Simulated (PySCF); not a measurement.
# Assigning NMR signals

Geometry (Å), atoms numbered from 1 in this order:
```xyz
8

N     2.0688    1.2393   -0.7455
C     1.0490    0.8537   -0.3597
C    -0.2213    0.3472    0.1676
N    -0.4739   -1.0055   -0.2728
H    -1.0159    1.0080   -0.2169
H    -0.1953    0.5076    1.2667
H     0.1919   -1.6522    0.1440
H    -1.4033   -1.2982    0.0167
```

Level of theory: J couplings at B3LYP/pcJ-1, shieldings: GIAO HF/pcSseg-2, PBE0-D3(BJ)/def2-SVP geometry, in PySCF (non-relativistic Hamiltonian, averaged over atoms made equivalent by symmetry, fast rotation or ring inversion, in vacuum, one computed conformer).

Chemical shifts δ = σref − σ; ¹³C and ¹H against TMS, all at this level.

Question: Assign these signals to the numbered atoms. ¹³C{¹H} NMR (computed): δ 129.9 (C), 28.6 (CH2).

Answer: 
129.9 → C2, nitrile carbon: this is the usual window of a C≡N carbon, which has no attached hydrogen
28.6 → C3, sp3 CH2 bonded to N, α to a nitrile: deshielded by the electronegative neighbour

Question: Assign these signals to the numbered atoms. ¹H NMR (600 MHz, computed): δ 3.18 (s, 2H), 0.82 (br s, 2H).

Answer: 
| δ (ppm) | atoms | environment | reason |
| --- | --- | --- | --- |
| 3.18 | H5/H6 | hydrogen on an sp3 CH2 bonded to N, α to a nitrile | its carbon carries N, hence the downfield position |
| 0.82 | H7/H8 | hydrogen on an amine nitrogen | labile proton, position sensitive to the medium |

Exchangeable OH/NH protons stand at their gas-phase positions; hydrogen bonding in a real sample shifts them, mostly to higher δ. Shifts are as computed, not scaled to solution data. Of 1211 compounds with measured shifts, 218 miss one by over three times the rms of a fit or turn the order of signals round; such compounds aren't used in these exercises. Couplings to exchangeable protons are dropped.
